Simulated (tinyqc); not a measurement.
Inside a calculation (part 1 of 2). Method: G0W0 on RHF in the sto-6g basis, for H2O, spin multiplicity 1. Computed by tinyqc, a small Python program that keeps every step (integrals from PySCF). Settings: charge = 0, multiplicity = 1, basis = sto-6g, method = RHF, energy threshold = 1e-10, iteration cap = 54, orthogonalisation = symmetric, start = core, DIIS depth = 6. Command: `OMP_NUM_THREADS=1 python tinyqc.py 22381 22382 out.jsonl` (the two numbers bound the seeds that draw the settings). One thread of a shared host (Intel(R) Xeon(R) Processor @ 2.60GHz), about 0.1 s of CPU time with the checks. The early iterations of the SCF are left out here.

## One-electron integrals

Geometry (angstrom):
```
atom        x         y        z
O     0.00000   0.00000  0.00000
H     0.00000   0.64100  0.61000
H     0.00000  -0.64100  0.61000
```

Basis sto-6g: exponents (1/bohr^2) and contraction coefficients of normalised primitives:
```
element  l (shell)    exponent  coefficient
O            s (1)  1355.58423      0.00916
O            s (1)   248.54489      0.04936
O            s (1)    69.53390      0.16854
O            s (1)    23.88677      0.37056
O            s (1)     9.27593      0.41649
O            s (1)     3.82034      0.13033
O            s (2)    52.18776     -0.01325
O            s (2)    10.32932     -0.04699
O            s (2)     3.21034     -0.03379
O            s (2)     1.23514      0.25024
O            s (2)     0.53642      0.59512
O            s (2)     0.24588      0.24071
O            p (3)    52.18776      0.00376
O            p (3)    10.32932      0.03768
O            p (3)     3.21034      0.17390
O            p (3)     1.23514      0.41804
O            p (3)     0.53642      0.42586
O            p (3)     0.24588      0.10171
H            s (1)    35.52322      0.00916
H            s (1)     6.51314      0.04936
H            s (1)     1.82214      0.16854
H            s (1)     0.62596      0.37056
H            s (1)     0.24308      0.41649
H            s (1)     0.10011      0.13033
```

Overlap, kinetic and nuclear-attraction integrals over the contracted functions; the nuclear repulsion is the sum of Za Zb / Rab.

nuclear repulsion = 9.9813109 hartree

overlap S:
```
          1O 1s    1O 2s   1O 2px    1O 2py   1O 2pz    2H 1s     3H 1s
1O 1s   1.00000  0.23114  0.00000   0.00000  0.00000  0.06540   0.06540
1O 2s   0.23114  1.00000  0.00000   0.00000  0.00000  0.52526   0.52526
1O 2px  0.00000  0.00000  1.00000   0.00000  0.00000  0.00000   0.00000
1O 2py  0.00000  0.00000  0.00000   1.00000  0.00000  0.30172  -0.30172
1O 2pz  0.00000  0.00000  0.00000   0.00000  1.00000  0.28713   0.28713
2H 1s   0.06540  0.52526  0.00000   0.30172  0.28713  1.00000   0.34770
3H 1s   0.06540  0.52526  0.00000  -0.30172  0.28713  0.34770   1.00000
```

kinetic energy T (hartree):
```
           1O 1s     1O 2s   1O 2px    1O 2py   1O 2pz    2H 1s     3H 1s
1O 1s   29.32720  -0.89602  0.00000   0.00000  0.00000  0.00104   0.00104
1O 2s   -0.89602   0.84262  0.00000   0.00000  0.00000  0.16608   0.16608
1O 2px   0.00000   0.00000  2.53131   0.00000  0.00000  0.00000   0.00000
1O 2py   0.00000   0.00000  0.00000   2.53131  0.00000  0.24654  -0.24654
1O 2pz   0.00000   0.00000  0.00000   0.00000  2.53131  0.23462   0.23462
2H 1s    0.00104   0.16608  0.00000   0.24654  0.23462  0.76852   0.03792
3H 1s    0.00104   0.16608  0.00000  -0.24654  0.23462  0.03792   0.76852
```

nuclear attraction V (hartree):
```
            1O 1s      1O 2s     1O 2px     1O 2py     1O 2pz     2H 1s     3H 1s
1O 1s   -62.45438   -6.42775    0.00000    0.00000   -0.02650  -2.08809  -2.08809
1O 2s    -6.42775  -10.17152    0.00000    0.00000   -0.28545  -4.40148  -4.40148
1O 2px    0.00000    0.00000  -10.07235    0.00000    0.00000   0.00000   0.00000
1O 2py    0.00000    0.00000    0.00000  -10.22786    0.00000  -2.26217   2.26217
1O 2pz   -0.02650   -0.28545    0.00000    0.00000  -10.21318  -2.26758  -2.26758
2H 1s    -2.08809   -4.40148    0.00000   -2.26217   -2.26758  -6.20004  -2.31271
3H 1s    -2.08809   -4.40148    0.00000    2.26217   -2.26758  -2.31271  -6.20004
```

core Hamiltonian H = T + V (hartree):
```
            1O 1s     1O 2s    1O 2px    1O 2py    1O 2pz     2H 1s     3H 1s
1O 1s   -33.12718  -7.32377   0.00000   0.00000  -0.02650  -2.08705  -2.08705
1O 2s    -7.32377  -9.32890   0.00000   0.00000  -0.28545  -4.23540  -4.23540
1O 2px    0.00000   0.00000  -7.54104   0.00000   0.00000   0.00000   0.00000
1O 2py    0.00000   0.00000   0.00000  -7.69655   0.00000  -2.01563   2.01563
1O 2pz   -0.02650  -0.28545   0.00000   0.00000  -7.68187  -2.03296  -2.03296
2H 1s    -2.08705  -4.23540   0.00000  -2.01563  -2.03296  -5.43152  -2.27479
3H 1s    -2.08705  -4.23540   0.00000   2.01563  -2.03296  -2.27479  -5.43152
```

## Two-electron integrals

Functions are numbered as in S; the eight-fold symmetry (ij|kl) = (ji|kl) = (kl|ij) leaves the list below.

Two-electron integrals (ij|kl) in chemists' order, unique and non-zero (hartree):
```
(11|11) 4.78749    (21|11) 0.67588    (21|21) 0.12150    (22|11) 1.11738
(22|21) 0.24921    (22|22) 0.81738    (31|31) 0.02576    (32|31) 0.03914
(32|32) 0.18066    (33|11) 1.11738    (33|21) 0.24921    (33|22) 0.81738
(33|33) 0.88066    (41|41) 0.02576    (42|41) 0.03914    (42|42) 0.18066
(43|43) 0.04746    (44|11) 1.11738    (44|21) 0.24921    (44|22) 0.81738
(44|33) 0.78574    (44|44) 0.88066    (51|51) 0.02576    (52|51) 0.03914
(52|52) 0.18066    (53|53) 0.04746    (54|54) 0.04746    (55|11) 1.11738
(55|21) 0.24921    (55|22) 0.81738    (55|33) 0.78574    (55|44) 0.78574
(55|55) 0.88066    (61|11) 0.20451    (61|21) 0.03521    (61|22) 0.07052
(61|33) 0.07037    (61|41) 0.00124    (61|42) 0.00241    (61|44) 0.07061
(61|51) 0.00118    (61|52) 0.00229    (61|54) 0.00023    (61|55) 0.07059
(61|61) 0.01040    (62|11) 0.45591    (62|21) 0.10290    (62|22) 0.36867
(62|33) 0.36288    (62|41) 0.00589    (62|42) 0.04171    (62|44) 0.37199
(62|51) 0.00560    (62|52) 0.03969    (62|54) 0.00867    (62|55) 0.37113
(62|61) 0.02990    (62|62) 0.19934    (63|31) 0.01195    (63|32) 0.06548
(63|43) 0.00879    (63|53) 0.00837    (63|63) 0.02968    (64|11) 0.22423
(64|21) 0.05137    (64|22) 0.19628    (64|33) 0.18723    (64|41) 0.01461
(64|42) 0.08699    (64|44) 0.20983    (64|51) 0.00253    (64|52) 0.02046
(64|54) 0.01314    (64|55) 0.19177    (64|61) 0.01569    (64|62) 0.12910
(64|64) 0.11262    (65|11) 0.21339    (65|21) 0.04889    (65|22) 0.18678
(65|33) 0.17817    (65|41) 0.00253    (65|42) 0.02046    (65|44) 0.18295
(65|51) 0.01436    (65|52) 0.08496    (65|54) 0.01334    (65|55) 0.19923
(65|61) 0.01493    (65|62) 0.12286    (65|64) 0.07893    (65|65) 0.10479
(66|11) 0.56792    (66|21) 0.13051    (66|22) 0.52983    (66|33) 0.50843
(66|41) 0.01053    (66|42) 0.09860    (66|44) 0.54212    (66|51) 0.01002
(66|52) 0.09383    (66|54) 0.03206    (66|55) 0.53894    (66|61) 0.03841
(66|62) 0.34749    (66|64) 0.25767    (66|65) 0.24521    (66|66) 0.77500
(71|11) 0.20451    (71|21) 0.03521    (71|22) 0.07052    (71|33) 0.07037
(71|41) -0.00124   (71|42) -0.00241   (71|44) 0.07061    (71|51) 0.00118
(71|52) 0.00229    (71|54) -0.00023   (71|55) 0.07059    (71|61) 0.01027
(71|62) 0.02907    (71|64) 0.01373    (71|65) 0.01450    (71|66) 0.03681
(71|71) 0.01040    (72|11) 0.45591    (72|21) 0.10290    (72|22) 0.36867
(72|33) 0.36288    (72|41) -0.00589   (72|42) -0.04171   (72|44) 0.37199
(72|51) 0.00560    (72|52) 0.03969    (72|54) -0.00867   (72|55) 0.37113
(72|61) 0.02907    (72|62) 0.16984    (72|64) 0.07444    (72|65) 0.10209
(72|66) 0.25285    (72|71) 0.02990    (72|72) 0.19934    (73|31) 0.01195
(73|32) 0.06548    (73|43) -0.00879   (73|53) 0.00837    (73|63) 0.02475
(73|73) 0.02968    (74|11) -0.22423   (74|21) -0.05137   (74|22) -0.19628
(74|33) -0.18723   (74|41) 0.01461    (74|42) 0.08699    (74|44) -0.20983
(74|51) -0.00253   (74|52) -0.02046   (74|54) 0.01314    (74|55) -0.19177
(74|61) -0.01373   (74|62) -0.07444   (74|64) -0.00791   (74|65) -0.04357
(74|66) -0.09399   (74|71) -0.01569   (74|72) -0.12910   (74|74) 0.11262
(75|11) 0.21339    (75|21) 0.04889    (75|22) 0.18678    (75|33) 0.17817
(75|41) -0.00253   (75|42) -0.02046   (75|44) 0.18295    (75|51) 0.01436
(75|52) 0.08496    (75|54) -0.01334   (75|55) 0.19923    (75|61) 0.01450
(75|62) 0.10209    (75|64) 0.04357    (75|65) 0.08528    (75|66) 0.16826
(75|71) 0.01493    (75|72) 0.12286    (75|74) -0.07893   (75|75) 0.10479
(76|11) 0.22652    (76|21) 0.05166    (76|22) 0.20040    (76|33) 0.19546
(76|44) 0.19868    (76|51) 0.00446    (76|52) 0.03722    (76|55) 0.20705
(76|61) 0.01491    (76|62) 0.10969    (76|64) 0.06054    (76|65) 0.07605
(76|66) 0.19875    (76|71) 0.01491    (76|72) 0.10969    (76|74) -0.06054
(76|75) 0.07605    (76|76) 0.07218    (77|11) 0.56792    (77|21) 0.13051
(77|22) 0.52983    (77|33) 0.50843    (77|41) -0.01053   (77|42) -0.09860
(77|44) 0.54212    (77|51) 0.01002    (77|52) 0.09383    (77|54) -0.03206
(77|55) 0.53894    (77|61) 0.03681    (77|62) 0.25285    (77|64) 0.09399
(77|65) 0.16826    (77|66) 0.39611    (77|71) 0.03841    (77|72) 0.34749
(77|74) -0.25767   (77|75) 0.24521    (77|76) 0.19875    (77|77) 0.77500
```

## Orthogonalisation

S = U s U^T; symmetric (Loewdin) form X = U s^(-1/2) U^T, so that X^T S X = 1.

eigenvalues of S: 0.29494  0.36540  0.88009  1.00000  1.09686  1.28690  2.07581

X:
```
           1O 1s     1O 2s   1O 2px    1O 2py    1O 2pz     2H 1s     3H 1s
1O 1s    1.02302  -0.14178  0.00000   0.00000  -0.01187   0.02054   0.02054
1O 2s   -0.14178   1.30852  0.00000   0.00000   0.15459  -0.33957  -0.33957
1O 2px   0.00000   0.00000  1.00000   0.00000   0.00000   0.00000   0.00000
1O 2py   0.00000   0.00000  0.00000   1.12211   0.00000  -0.25303   0.25303
1O 2pz  -0.01187   0.15459  0.00000   0.00000   1.08308  -0.18301  -0.18301
2H 1s    0.02054  -0.33957  0.00000  -0.25303  -0.18301   1.27763  -0.13607
3H 1s    0.02054  -0.33957  0.00000   0.25303  -0.18301  -0.13607   1.27763
```

## Iteration 8 (converged): orbitals

converged F (hartree):
```
            1O 1s     1O 2s    1O 2px    1O 2py    1O 2pz     2H 1s     3H 1s
1O 1s   -20.50755  -4.96745   0.00000   0.00000  -0.03271  -1.41422  -1.41422
1O 2s    -4.96745  -2.38028   0.00000   0.00000  -0.17996  -1.15079  -1.15079
1O 2px    0.00000   0.00000  -0.41203   0.00000   0.00000   0.00000   0.00000
1O 2py    0.00000   0.00000   0.00000  -0.36912   0.00000  -0.38197   0.38197
1O 2pz   -0.03271  -0.17996   0.00000   0.00000  -0.42560  -0.44342  -0.44342
2H 1s    -1.41422  -1.15079   0.00000  -0.38197  -0.44342  -0.70267  -0.55399
3H 1s    -1.41422  -1.15079   0.00000   0.38197  -0.44342  -0.55399  -0.70267
```

Diagonalise F' = X^T F X, C = X C', fill 5 alpha and 5 beta electrons from the bottom; D = 2 C_occ C_occ^T. Each column has its largest component positive (the first on a tie).

F' = X^T F X (hartree):
```
           1         2         3         4         5         6         7
1  -20.17550  -2.50186   0.00000   0.00000  -0.04463  -0.27624  -0.27624
2   -2.50186  -1.14992   0.00000   0.00000   0.12675  -0.57369  -0.57369
3    0.00000   0.00000  -0.41203   0.00000   0.00000   0.00000   0.00000
4    0.00000   0.00000   0.00000  -0.05001   0.00000  -0.49685   0.49685
5   -0.04463   0.12675   0.00000   0.00000  -0.21489  -0.38274  -0.38274
6   -0.27624  -0.57369   0.00000  -0.49685  -0.38274   0.04320  -0.15894
7   -0.27624  -0.57369   0.00000   0.49685  -0.38274  -0.15894   0.04320
```

orbital energies (hartree): MO1 -20.51093, MO2 -1.33419, MO3 -0.63781, MO4 -0.49649, MO5 -0.41203, MO6 0.68557, MO7 0.78995

coefficients C:
```
             MO1       MO2       MO3       MO4      MO5       MO6       MO7
1O 1s    0.99653  -0.21808   0.00000   0.10675  0.00000  -0.12502   0.00000
1O 2s    0.01708   0.80748   0.00000  -0.59393  0.00000   0.99084   0.00000
1O 2px   0.00000   0.00000   0.00000   0.00000  1.00000   0.00000   0.00000
1O 2py   0.00000   0.00000   0.63107   0.00000  0.00000   0.00000   0.99446
1O 2pz   0.00412   0.17279   0.00000   0.75698  0.00000   0.81313   0.00000
2H 1s   -0.00433   0.15587   0.44733   0.26101  0.00000  -0.84164  -0.92908
3H 1s   -0.00433   0.15587  -0.44733   0.26101  0.00000  -0.84164   0.92908
```

D after iteration 8:
```
           1O 1s     1O 2s   1O 2px    1O 2py    1O 2pz     2H 1s     3H 1s
1O 1s    2.10406  -0.44495  0.00000   0.00000   0.09446  -0.02089  -0.02089
1O 2s   -0.44495   2.01014  0.00000   0.00000  -0.62001  -0.05847  -0.05847
1O 2px   0.00000   0.00000  2.00000   0.00000   0.00000   0.00000   0.00000
1O 2py   0.00000   0.00000  0.00000   0.79650   0.00000   0.56459  -0.56459
1O 2pz   0.09446  -0.62001  0.00000   0.00000   1.20580   0.44900   0.44900
2H 1s   -0.02089  -0.05847  0.00000   0.56459   0.44900   0.58509  -0.21532
3H 1s   -0.02089  -0.05847  0.00000  -0.56459   0.44900  -0.21532   0.58509
```

## Convergence

Stop when the energy changes by less than 1e-10 hartree and every element of the error matrix X^T (F D S - S D F) X is below 3e-06.

Course of the cycle:
```
iteration  E (hartree)     change  largest element of the error matrix
1          -73.8742808          -                             7.25e-01
2          -75.6376217  -1.76e+00                             8.08e-02
3          -75.6481610  -1.05e-02                             2.21e-02
4          -75.6487533  -5.92e-04                             2.74e-03
5          -75.6487729  -1.97e-05                             5.82e-04
6          -75.6487739  -9.43e-07                             5.77e-05
7          -75.6487739  -4.77e-09                             1.26e-07
8          -75.6487739    0.00000                             1.28e-09
```

PySCF RHF in the same basis = -75.6487739 hartree

Converged in 8 iterations.

## Integrals over molecular orbitals

(pq|rs) = sum C_ip C_jq C_kr C_ls (ij|kl), one index at a time.

one-electron integrals over orbitals h = C^T H C (hartree):
```
           1         2         3         4         5         6         7
1  -33.11313   0.55856   0.00000  -0.27184   0.00000   0.33012   0.00000
2    0.55856  -7.82779   0.00000   0.39609   0.00000  -1.49391   0.00000
3    0.00000   0.00000  -6.60450   0.00000   0.00000   0.00000  -1.63591
4   -0.27184   0.39609   0.00000  -7.15216   0.00000  -0.99134   0.00000
5    0.00000   0.00000   0.00000   0.00000  -7.54104   0.00000   0.00000
6    0.33012  -1.49391   0.00000  -0.99134   0.00000  -5.49859   0.00000
7    0.00000   0.00000  -1.63591   0.00000   0.00000   0.00000  -5.61195
```

Two-electron integrals over orbitals (pq|rs), unique and non-zero (hartree):
```
(11|11) 4.76067    (21|11) -0.41890   (21|21) 0.06016    (22|11) 1.01453
(22|21) -0.01203   (22|22) 0.74629    (31|31) 0.01220    (32|31) 0.01881
(32|32) 0.14856    (33|11) 0.83472    (33|21) -0.00403   (33|22) 0.66980
(33|33) 0.66059    (41|11) 0.21167    (41|21) -0.02618   (41|22) 0.01939
(41|33) 0.00702    (41|41) 0.03162    (42|11) -0.12948   (42|21) 0.01095
(42|22) 0.02002    (42|33) 0.00650    (42|41) 0.01663    (42|42) 0.11622
(43|31) -0.00481   (43|32) 0.01135    (43|43) 0.04661    (44|11) 1.01981
(44|21) -0.01515   (44|22) 0.67426    (44|33) 0.61802    (44|41) -0.01206
(44|42) -0.10392   (44|44) 0.80843    (51|51) 0.02675    (52|51) 0.03183
(52|52) 0.14154    (53|53) 0.03080    (54|51) -0.01507   (54|52) -0.05092
(54|54) 0.06101    (55|11) 1.11707    (55|21) -0.01100   (55|22) 0.74831
(55|33) 0.64959    (55|41) 0.00524    (55|42) -0.06599   (55|44) 0.73926
(55|55) 0.88066    (61|11) -0.26354   (61|21) 0.04154    (61|22) 0.00115
(61|33) 0.00067    (61|41) -0.00396   (61|42) 0.02114    (61|44) -0.02216
(61|55) -0.00607   (61|61) 0.03860    (62|11) 0.33887    (62|21) -0.00721
(62|22) 0.15235    (62|33) 0.08876    (62|41) 0.01979    (62|42) 0.01397
(62|44) 0.09425    (62|55) 0.16643    (62|61) 0.00646    (62|62) 0.10906
(63|31) 0.00421    (63|32) -0.03061   (63|43) -0.02253   (63|63) 0.06057
(64|11) 0.19911    (64|21) -0.00137   (64|22) 0.08022    (64|33) 0.04235
(64|41) 0.00039    (64|42) -0.03591   (64|44) 0.12007    (64|55) 0.10517
(64|61) -0.00077   (64|62) 0.05699    (64|64) 0.06402    (65|51) 0.01638
(65|52) 0.06006    (65|54) -0.00502   (65|65) 0.04027    (66|11) 0.84961
(66|21) -0.00740   (66|22) 0.64149    (66|33) 0.58954    (66|41) 0.02323
(66|42) 0.05916    (66|44) 0.56137    (66|55) 0.60632    (66|61) 0.00868
(66|62) 0.10743    (66|64) 0.03979    (66|66) 0.61813    (71|31) 0.01625
(71|32) 0.02306    (71|43) -0.00664   (71|63) 0.00508    (71|71) 0.02173
(72|31) 0.01316    (72|32) 0.02991    (72|43) -0.03838   (72|63) 0.03784
(72|71) 0.01662    (72|72) 0.05834    (73|11) 0.35378    (73|21) -0.00779
(73|22) 0.11803    (73|33) 0.09063    (73|41) -0.00150   (73|42) -0.08134
(73|44) 0.16009    (73|55) 0.17998    (73|61) -0.00799   (73|62) 0.07884
(73|64) 0.07436    (73|66) 0.03483    (73|73) 0.15288    (74|31) -0.01108
(74|32) -0.08187   (74|43) 0.00913    (74|63) 0.03725    (74|71) -0.01431
(74|72) -0.01388   (74|74) 0.07240    (75|53) 0.02320    (75|75) 0.02296
(76|31) 0.00966    (76|32) 0.09773    (76|43) 0.03952    (76|63) -0.05386
(76|71) 0.01187    (76|72) -0.01682   (76|74) -0.05798   (76|76) 0.11024
(77|11) 0.86546    (77|21) -0.00864   (77|22) 0.63310    (77|33) 0.62690
(77|41) 0.00459    (77|42) -0.00525   (77|44) 0.61420    (77|55) 0.62543
(77|61) -0.00485   (77|62) 0.07117    (77|64) 0.03262    (77|66) 0.58153
(77|73) 0.07840    (77|77) 0.62781
```

## Screening: direct RPA

With D = e_a - e_i and K = (ia|jb): diagonalise D^(1/2) (D + 4K) D^(1/2) = Z w^2 Z^T; X + Y = D^(1/2) Z w^(-1/2), each column of Z with its largest component positive (the first on a tie); E_c = (sum w - tr (D + 2K)) / 2.

D^(1/2) (D + 4K) D^(1/2) (hartree^2):
```
           1>6        1>7      2>6       2>7      3>6       3>7       4>6       4>7
1>6  452.56474    0.00000  0.16901   0.00000  0.00000  -0.17581  -0.01533   0.00000
1>7    0.00000  455.57862  0.00000   0.44705  0.10797   0.00000   0.00000  -0.29964
2>6    0.16901    0.00000  4.96050   0.00000  0.00000   0.53551   0.35220   0.00000
2>7    0.00000    0.44705  0.00000   5.00764  0.25378   0.00000   0.00000  -0.09176
3>6    0.00000    0.10797  0.00000   0.25378  2.07196   0.00000   0.00000   0.19439
3>7   -0.17581    0.00000  0.53551   0.00000  0.00000   2.91160   0.38642   0.00000
4>6   -0.01533    0.00000  0.35220   0.00000  0.00000   0.38642   1.69995   0.00000
4>7    0.00000   -0.29964  0.00000  -0.09176  0.19439   0.00000   0.00000   2.02746
5>6    0.00000    0.00000  0.00000   0.00000  0.00000   0.00000   0.00000   0.00000
5>7    0.00000    0.00000  0.00000   0.00000  0.00000   0.00000   0.00000   0.00000

         5>6      5>7
1>6  0.00000  0.00000
1>7  0.00000  0.00000
2>6  0.00000  0.00000
2>7  0.00000  0.00000
3>6  0.00000  0.00000
3>7  0.00000  0.00000
4>6  0.00000  0.00000
4>7  0.00000  0.00000
5>6  1.38150  0.00000
5>7  0.00000  1.55511
```

excitation energies w (hartree): 1.17537  1.24704  1.25534  1.35496  1.49655  1.68783  2.24295  2.26876  21.27357  21.34430

X + Y:
```
           1        2         3         4         5         6         7         8
1>6  0.00000  0.00000  -0.00018   0.00000   0.00000   0.00169   0.00000  -0.00079
1>7  0.00000  0.00000   0.00000   0.00225   0.00122   0.00000  -0.00316   0.00000
2>6  0.00000  0.00000  -0.07618   0.00000   0.00000  -0.30093   0.00000   0.90536
2>7  0.00000  0.00000   0.00000   0.09451  -0.05246   0.00000   0.96943   0.00000
3>6  0.00000  0.00000   0.00000  -0.67315   0.68398   0.00000   0.06434   0.00000
3>7  0.00000  0.00000  -0.27207   0.00000   0.00000   0.85865   0.00000   0.19966
4>6  0.00000  0.00000   0.93645   0.00000   0.00000   0.19221   0.00000   0.09113
4>7  0.00000  0.00000   0.00000   0.70961   0.63496   0.00000  -0.01887   0.00000
5>6  0.96635  0.00000   0.00000   0.00000   0.00000   0.00000   0.00000   0.00000
5>7  0.00000  0.98176   0.00000   0.00000   0.00000   0.00000   0.00000   0.00000

            9        10
1>6   0.99819   0.00000
1>7   0.00000   0.99898
2>6   0.00012   0.00000
2>7   0.00000   0.00031
3>6   0.00000   0.00006
3>7  -0.00010   0.00000
4>6  -0.00001   0.00000
4>7   0.00000  -0.00016
5>6   0.00000   0.00000
5>7   0.00000   0.00000
```

RPA correlation energy = -0.0477141 hartree
